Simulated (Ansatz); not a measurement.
Results of HSE06 (PAW; Ansatz, an electronic-structure program) for bcc W.

Run with plane-wave cutoff 460 eV, 14×14×14 k mesh, Fermi–Dirac smearing 0.05 eV, no spin polarisation, scalar-relativistic PAW data made under PBE.

Pressure at four volumes; x = ln(V/15.782 Å³). One pressure is withheld.

| V (Å³/atom) | x | P (GPa) |
|---|---|---|
| 15.036 | -0.0484 | ? |
| 15.431 | -0.0225 | 8.88 |
| 15.782 | 0.0000 | 0.90 |
| 16.618 | 0.0516 | -14.80 |

Q: Pass a parabola P(x) through the three rows shown, estimate the bulk modulus and its pressure derivative near zero pressure, and predict the withheld pressure.

A: Slopes between the rows: (0.90 − (8.88))/(0.0000 − (-0.0225)) = -354.67 and (-14.80 − (0.90))/(0.0516 − (0.0000)) = -304.26 GPa. Their difference over the span 0.0741 is c = 50.41/0.0741 = 680.3 GPa, so P(x) = 8.88 + (-354.67)(x − (-0.0225)) + 680.3 (x − (-0.0225))(x − (0.0000)). At the middle row B = −dP/dx = −[-354.67 + 680.3 × 0.0225] = 339.4 GPa, and B′ = dB/dP = 2c/B = 4.0. At x = -0.0484 the parabola gives 18.92 GPa; the run gives 19.07 GPa. The Birch–Murnaghan fit to the energies at all volumes has B0 = 335 GPa and B′ = 4.2.

Measured, for comparison: bulk modulus 312 GPa (zero-point energy and finite temperature contributions removed, sources range from 300 to 328; as tabulated in doi:10.1021/acs.jctc.3c00612). Computed less measured: bulk modulus +7 % (+2.1 % to +12 % over the range).

Spin–orbit coupling is not included.
